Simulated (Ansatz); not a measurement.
Reaction: C3H4 (propa-1,2-diene, SMILES C=C=C) → C3H4+ (parent SMILES C(=C)=C, doublet) + e-
Each species at its own B3LYP-D3(BJ)/def2-TZVP minimum (Ansatz, a first-principles code).

Wanted: adiabatic ionisation energy (electronic), in eV. Radicals and triplets start from unrestricted determinants; spin-orbit coupling is neglected. CBS(X,Y): correlation extrapolated as X^-3, Hartree-Fock from the larger set. A bracket is a step between two methods taken in the basis named. Functionals run without relativity, which enters their misses. Double hybrids freeze cores in their MP2 part. '+ core + X2C': CCSD(T) terms for core correlation (cc-pwCVTZ) and scalar relativity (cc-pVTZ-DK). The UHF reference of C3H4+ (parent SMILES C=C=C, doublet) is spin-contaminated (<S^2> up to 0.10 over the pure value in the sets run). The spin of C3H4+ (parent SMILES C=C=C, doublet) was assumed, and the state is the lowest solution found for it.

CCSD(T)/CBS(cc-pVTZ,cc-pVQZ) + [CCSDT(Q) - CCSD(T)]/cc-pVDZ + core + X2C (Ansatz) gives 9.77 eV.

Question: What does PBE/def2-TZVPD (Ansatz) give here, and how do the other levels compare?

Answer: PBE gives 9.44 eV, 0.33 eV below it. Differences of the others: B3LYP/def2-TZVPD (Ansatz) -0.26; PBE0/def2-TZVPD (Ansatz) -0.30; wB97M-V/def2-TZVPD (Ansatz) -0.25; B2PLYP/def2-TZVPD (Ansatz) -0.23; CCSD(T)/CBS(cc-pVTZ,cc-pVQZ) + core + X2C (Ansatz) 0.01 eV.
